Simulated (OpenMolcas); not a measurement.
# triplet Si3H8 at 3 levels

Wanted: a comparison of 3 runs (UM06-2X/6-31G*, UTPSS/6-31G*, ROMP2/6-31G*) of triplet Si3H8. 

Program for the calculation: OpenMolcas 26.06.

3 further runs of the same task are left out: 3 set aside as unsound or not needed.

**1. Starting point**

Si3H8: 11 atoms, total charge 0, spin state triplet. SMILES of the parent species: `[SiH3][SiH2][SiH3]`. The shape is that of a PBE0-D4/def2-TZVP optimisation. That shape belongs to the parent species and isn't relaxed for this state.

Bond lengths: Si1–Si2 2.338 Å, Si2–Si3 2.338 Å, Si1–H4 1.488 Å, Si1–H5 1.488 Å, Si1–H6 1.488 Å, Si2–H7 1.490 Å, Si2–H8 1.490 Å, Si3–H9 1.488 Å, Si3–H10 1.488 Å, Si3–H11 1.488 Å. Some angles: Si1–Si2–Si3 110.4°, Si1–Si2–H7 109.6°, Si1–Si2–H8 109.6°, Si3–Si2–H7 109.6°, Si3–Si2–H8 109.6°, Si2–Si1–H4 111.2°, Si2–Si1–H5 109.8°, Si2–Si1–H6 109.8°, Si2–Si3–H9 109.8°, Si2–Si3–H10 109.8°.

**2. A single-point energy at UM06-2X/6-31G(d) (spherical functions) (run 1)**

calc.inp

```
* H8Si3 Kohn-Sham DFT

&GATEWAY
 BasLib = $CurrDir
 Coord
 11
 bohr
 Si    -2.44260330     2.58274539    -0.99261644
 Si    -0.87413061    -1.52557590    -0.55996365
 Si     3.08390075    -1.46340391     1.40359408
 H     -4.96213734     2.58461622    -2.23955222
 H     -0.66901974     4.12043443    -2.53992419
 H     -2.68821100     3.77962232     1.53944649
 H     -0.64893195    -2.72150798    -3.09945320
 H     -2.66523193    -3.06286810     0.97583567
 H      2.86473032    -0.29279417     3.95034018
 H      4.88271216     0.06005550    -0.12859586
 H      4.11886596    -4.06132380     1.69087024
 Basis = 6-31Gs
 Group = NoSym

&SEWARD
 GridInput
 Grid=UltraFine
 End of Grid

&SCF
 UHF
 Spin = 3
 KSDFT = M062X
 Thresholds = 1e-10 1e-07 1e-07 1e-05
 PrOrbitals = 1 1
```

The basis set 6-31G* is read from a file made from the Basis Set Exchange's data (not shown).

On the command line:

```bash
export MOLCAS_MEM=1860
pymolcas calc.inp > calc.log
```

The log of the run:

```text
--- Start Module: gateway ---
[...]
--- Stop Module: gateway /rc=_RC_ALL_IS_WELL_ ---
--- Start Module: seward ---
[...]
      Basis functions           70
--- Stop Module: seward /rc=_RC_ALL_IS_WELL_ ---
[...]
--- Start Module: scf ---
[...]
       Convergence after  23 Iterations
[...]
::    Total KS-DFT energy                            -872.8824305645
[...]
      Total spin, S                                     1.0016970931
[...]
      Total electronic charge=   50.000000
      Total            charge=   -0.000000
[...]
      Dipole Moment (debye):
      Origin of the operator (angstrom)=   -0.0361   -0.0630   -0.0231
                   X=  2.1694E-03               Y=  3.4897E-03               Z=  8.4480E-04           Total=  4.1950E-03
      Quadrupole Moment (debye*angstrom):
[...]
--- Stop Module: scf /rc=_RC_ALL_IS_WELL_ ---
[...]
```

Run time: 68 s. Hardware: 1 thread of Arm Neoverse V2, shared host; peak memory 0.41 GiB.

**3. The energy at UTPSS/6-31G(d) (spherical functions) (run 2)**

run.input

```
>>> EXPORT MOLCAS_PRINT=2
&GATEWAY
BasLib = $CurrDir
Coord
11
bohr
Si    -2.44260330     2.58274539    -0.99261644
Si    -0.87413061    -1.52557590    -0.55996365
Si     3.08390075    -1.46340391     1.40359408
H     -4.96213734     2.58461622    -2.23955222
H     -0.66901974     4.12043443    -2.53992419
H     -2.68821100     3.77962232     1.53944649
H     -0.64893195    -2.72150798    -3.09945320
H     -2.66523193    -3.06286810     0.97583567
H      2.86473032    -0.29279417     3.95034018
H      4.88271216     0.06005550    -0.12859586
H      4.11886596    -4.06132380     1.69087024
Basis = 6-31Gs
Group = NoSym
&SEWARD
GridInput
Grid=UltraFine
End of Grid
&SCF
UHF
Spin = 3
KSDFT = 2
1.0 MGGA_X_TPSS
1.0 MGGA_C_TPSS
Thresholds = 1e-10 1e-07 1e-07 1e-05
PrOrbitals = 1 2
```

The basis set 6-31G* is read from a file made from the Basis Set Exchange's data (not shown).

On the command line:

```bash
export MOLCAS_MEM=1860
pymolcas run.input > run.log
```

The log of the run:

```text
--- Start Module: gateway ---
[...]
--- Stop Module: gateway /rc=_RC_ALL_IS_WELL_ ---
--- Start Module: seward ---
[...]
      Basis functions           70
--- Stop Module: seward /rc=_RC_ALL_IS_WELL_ ---
[...]
--- Start Module: scf ---
[...]
       Convergence after  20 Iterations
[...]
::    Total KS-DFT energy                            -873.0767537461
[...]
      Total spin, S                                     1.0013865807
[...]
      Total electronic charge=   50.000000
      Total            charge=   -0.000000
[...]
      Dipole Moment (debye):
      Origin of the operator (angstrom)=   -0.0361   -0.0630   -0.0231
                   X= -6.2758E-02               Y= -1.0977E-01               Z= -4.0673E-02           Total=  1.3282E-01
      Quadrupole Moment (debye*angstrom):
[...]
--- Stop Module: scf /rc=_RC_ALL_IS_WELL_ ---
[...]
```

Wall time 64 s (1 thread of Arm Neoverse V2, shared host); peak memory 0.41 GiB.

**4. A single-point energy at ROMP2/6-31G(d) (spherical functions) (run 3)**

geom.xyz

```xyz
11

Si    -1.292570     1.366730    -0.525270
Si    -0.462570    -0.807300    -0.296320
Si     1.631930    -0.774400     0.742750
H     -2.625850     1.367720    -1.185120
H     -0.354030     2.180440    -1.344070
H     -1.422540     2.000090     0.814640
H     -0.343400    -1.440160    -1.640160
H     -1.410380    -1.620800     0.516390
H      1.515950    -0.154940     2.090430
H      2.583820     0.031780    -0.068050
H      2.179610    -2.149160     0.894770
```

calc.inp

```
* H8Si3 ROMP2

&gateway
 baslib
 $CurrDir
 coord
 geom.xyz
 basis
 6-31Gs
 group
 NoSym

&seward

&scf
 uhf
 spin
 3
 thresholds
 1e-10 1e-07 1e-07 1e-05
 prorbitals
 1 1

&rasscf
 fileorb
 $Project.UnaOrb
 spin
 3
 nactel
 2 0 0
 inactive
 24
 ras2
 2
 outorbitals
 Canonical
 orblisting
 Nothing

&caspt2
 ipea
 0.0
 frozen
 15
```

The basis set 6-31G* is read from a file made from the Basis Set Exchange's data (not shown).

On the command line:

```bash
export MOLCAS_MEM=1860
pymolcas calc.inp > calc.log
```

The log of the run:

```text
--- Start Module: gateway ---
[...]
--- Stop Module: gateway /rc=_RC_ALL_IS_WELL_ ---
[...]
      Basis functions           70
[...]
       Convergence after  82 Iterations
[...]
::    Total SCF energy                               -871.1366039457
[...]
      Total spin, S                                     1.0042711572
[...]
--- Start Module: rasscf ---
[...]
      Number of active orbitals                  2
[...]
      Spin quantum number                      1.0
[...]
      Active orbitals                            2
[...]
      Number of CSFs                             1
[...]
      Number of root(s) required                 1
[...]
      Convergence after 16 iterations
[...]
      printout of CI-coefficients larger than  0.05 for root  1
      energy=    -871.133128
      conf/sym  11     Coeff  Weight
             1  uu   1.00000 1.00000
      Natural orbitals and occupation numbers for root  1
      sym 1:   1.000000   1.000000
      ************************************************************************************************************************
      *                                                    Final results                                                     *
[...]
::    RASSCF root number  1 Total energy:   -871.13312806
[...]
      Total electronic charge=   50.000000
      Total            charge=   -0.000000
[...]
      Dipole Moment (debye):
      Origin of the operator (angstrom)=   -0.0361   -0.0630   -0.0231
                   X=  3.7155E-02               Y=  6.5784E-02               Z=  2.3158E-02           Total=  7.9022E-02
      Quadrupole Moment (debye*angstrom):
[...]
--- Stop Module: rasscf /rc=_RC_ALL_IS_WELL_ ---
[...]
--- Start Module: caspt2 ---
[...]
 ###    WARNING: User changed nr of frozen orbitals.                         ###
 ###############################################################################
[...]
      E2 (Variational):          -0.2502931611
      Total energy:            -871.3834212197
[...]
      Reference weight:           0.87553
[...]
::    CASPT2 Root  1     Total energy:   -871.38342122
[...]
--- Stop Module: caspt2 /rc=_RC_ALL_IS_WELL_ ---
[...]
```

Run time: 15 s. Hardware: 1 thread of Arm Neoverse V2, shared host; peak memory 0.41 GiB.

**5. The series**

```tsv
run	level	integration grid	frozen core orbitals	energy (Eh)	dipole moment (D)	HOMO energy (eV)	⟨S²⟩	wall time
1	UM06-2X/6-31G* (spherical functions)	UltraFine	–	-872.882431	0.00	-2.69	2.005	68 s
2	UTPSS/6-31G* (spherical functions)	UltraFine	–	-873.076754	0.13	-1.40	2.004	64 s
3	ROMP2/6-31G* (spherical functions)	–	15	-871.383421	–	–	–	15 s
```

**6. Results**

```
           quantity          value
run 3: total energy  -871.38342 Eh
```

**Reading.** Totals of different functionals can't be ranked against each other. All runs together took 2.4 min, the longest 68 s.
